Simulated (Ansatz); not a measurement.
The same path of AlBH₆Si (9 atoms, charge 0, multiplicity 1) was run twice with different band settings. The coordinate that changes most is the dihedral H6–Al2–Si3–H9.

Method: RKS PBE0-D4/6-31G* (Ansatz 0.2.0).

Relaxed end points:

```xyz
9
Properties=species:S:1:pos:R:3
B -1.207 1.052 -1.588
Al 0.258 0.887 -0.069
Si 0.685 -1.214 1.148
H -0.969 0.820 -2.744
H -2.347 1.366 -1.368
H 1.169 2.141 0.336
H 2.030 -1.762 0.789
H -0.309 -2.294 0.868
H 0.690 -0.996 2.627
```

```xyz
9
Properties=species:S:1:pos:R:3
B -1.354 1.181 -1.349
Al 0.469 0.715 -0.382
Si 0.683 -1.198 1.157
H -1.662 0.709 -2.412
H -2.178 1.918 -0.875
H 1.792 1.582 -0.636
H 1.337 -0.804 2.442
H 1.536 -2.268 0.549
H -0.623 -1.835 1.507
```

Common settings: movable images 7; climbing image yes; spring 5.0 eV/Å²; start path through a guess of the saddle point; force threshold 0.05 eV/Å; iteration limit 60; end points relaxed.

| run | optimiser | largest step |
| --- | --- | --- |
| 1 | quadratic models (default) | default |
| 2 | lbfgs | 0.5 Å |

Q: What does each run give, and how far can it be trusted?

A: Run 1: converged after 21 iterations, highest image 0.202 eV above the first end. A vibrational analysis at the climbing image gives one clearly imaginary mode, 252i cm⁻¹: a first-order saddle point.
Run 2: converged after 43 iterations, highest image 0.212 eV above the first end. The order of the stationary point at the top wasn't checked.
